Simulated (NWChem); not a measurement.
System: allene (C$_{3}$H$_{4}$); SMILES C=C=C

Input file for NWChem:

```
start job
memory heap 200 mb stack 900 mb global 1100 mb
geometry units angstroms noautosym nocenter noautoz
  C      0.000000     0.000000     1.307763
  C      0.000000     0.000000     0.000000
  C      0.000000     0.000000    -1.307763
  H     -0.662381     0.662381     1.874887
  H      0.662381    -0.662381     1.874887
  H     -0.662381    -0.662381    -1.874887
  H      0.662381     0.662381    -1.874887
end
basis spherical
  * library def2-svpd
end
dft
  xc xcamb88 1.00 lyp 0.81 vwn_5 0.19 hfexch 1.00
  cam 0.33 cam_alpha 0.19 cam_beta 0.46
  iterations 150
end
property
  response 1 0.0
end
task dft property
```

Parts of the log:

```
             Northwest Computational Chemistry Package (NWChem) 7.3.0
             --------------------------------------------------------

                             Geometry "geometry" -> ""
                             -------------------------

 Output coordinates in angstroms (scale by  1.889725989 to convert to a.u.)

  No.       Tag          Charge          X              Y              Z
 ---- ---------------- ---------- -------------- -------------- --------------
    1 C                    6.0000     0.00000000     0.00000000     1.30776300
    2 C                    6.0000     0.00000000     0.00000000     0.00000000
    3 C                    6.0000     0.00000000     0.00000000    -1.30776300
    4 H                    1.0000    -0.66238100     0.66238100     1.87488700
    5 H                    1.0000     0.66238100    -0.66238100     1.87488700
    6 H                    1.0000    -0.66238100    -0.66238100    -1.87488700
    7 H                    1.0000     0.66238100     0.66238100    -1.87488700

 Effective nuclear repulsion energy (a.u.)      59.0006822721

                              NWChem Property Module
                              ----------------------

                                 NWChem DFT Module
                                 -----------------

 Summary of "ao basis" -> "ao basis" (spherical)
 ------------------------------------------------------------------------------
       Tag                 Description            Shells   Functions and Types
 ---------------- ------------------------------  ------  ---------------------
 C                         def2-svpd                 8       20   4s2p2d
 H                         def2-svpd                 4        8   2s2p

            General Information
            -------------------
          SCF calculation type: DFT
          Wavefunction type:  closed shell.
          No. of atoms     :     7
          No. of electrons :    22
           Alpha electrons :    11
            Beta electrons :    11
          Charge           :     0
          Spin multiplicity:     1
          Use of symmetry is: off; symmetry adaption is: off
          Maximum number of iterations: 150
          AO basis - number of functions:    92
                     number of shells:    40
          Convergence on energy requested:  1.00D-06
          Convergence on density requested:  1.00D-05
          Convergence on gradient requested:  5.00D-04

              XC Information
              --------------
                     Hartree-Fock (Exact) Exchange  1.000
                   CAM-Becke88 Exchange Functional  1.000
                      VWN V Correlation Functional  0.190 local
              Lee-Yang-Parr Correlation Functional  0.810

           Range-Separation Parameters
           ---------------------------
           Alpha           :  0.19
           Beta            :  0.46
           Gamma           :  0.33
           Short-Range HF  :     F

             Grid Information
             ----------------
          Grid used for XC integration:  medium
          Radial quadrature: Mura-Knowles
          Angular quadrature: Lebedev.
          Tag              B.-S. Rad. Rad. Pts. Rad. Cut. Ang. Pts.
          ---              ---------- --------- --------- ---------
          C                   0.70       49          10.0       434
          H                   0.35       45          11.0       434
          Grid pruning is: on
          Number of quadrature shells:   327
          Spatial weights used:  Erf1

      Superposition of Atomic Density Guess
      -------------------------------------

 Sum of atomic energies:        -114.87228288

      Non-variational initial energy
      ------------------------------

 Total energy =    -116.606143
 1-e energy   =    -269.022872
 2-e energy   =      93.416046
 HOMO         =      -0.313827
 LUMO         =       0.015165

   convergence    iter        energy       DeltaE   RMS-Dens  Diis-err
 ---------------- ----- ----------------- --------- --------- ---------
 d= 0,ls=0.0,diis     1   -116.4739001707 -1.75D+02  2.52D-02  2.16D-01
 d= 0,ls=0.0,diis     2   -116.5010223675 -2.71D-02  3.74D-03  3.08D-03
 d= 0,ls=0.0,diis     3   -116.5015136014 -4.91D-04  4.24D-04  5.23D-04
 d= 0,ls=0.0,diis     4   -116.5015561123 -4.25D-05  2.30D-04  3.17D-04
 d= 0,ls=0.0,diis     5   -116.5015936338 -3.75D-05  3.46D-05  1.11D-06
 d= 0,ls=0.0,diis     6   -116.5015940919 -4.58D-07  1.40D-05  1.77D-07
 d= 0,ls=0.0,diis     7   -116.5015941260 -3.41D-08  1.97D-06  1.50D-08

         Total DFT energy =     -116.501594126031
      One electron energy =     -271.794535113300
           Coulomb energy =      113.845232605553
    Exchange-Corr. energy =      -17.552973890383
 Nuclear repulsion energy =       59.000682272099

 Numeric. integr. density =       21.999999803998

                       DFT Final Molecular Orbital Analysis
                       ------------------------------------

[...]

 DFT Linear Response polarizability / au
 Frequency  =       0.0000000 / au
              X              Y              Z
 -----------------------------------------------
 X      28.6249810      0.0000002      0.0000012
 Y       0.0000002     28.6249810      0.0000011
 Z       0.0000012      0.0000011     62.9074335
 -----------------------------------------------
 Eigenvalues =      28.6249808     28.6249812     62.9074335
 Isotropic   =      40.0524652
 Anisotropic =      34.2824525
 -----------------------------------------------

 Magnetic Dipole Response Matrix (nonzero elements):

 Exiting AOResponse driver routine
```

Level: CAM-B3LYP/def2-SVPD. The geometry was optimised at PBE0/def2-SVP.
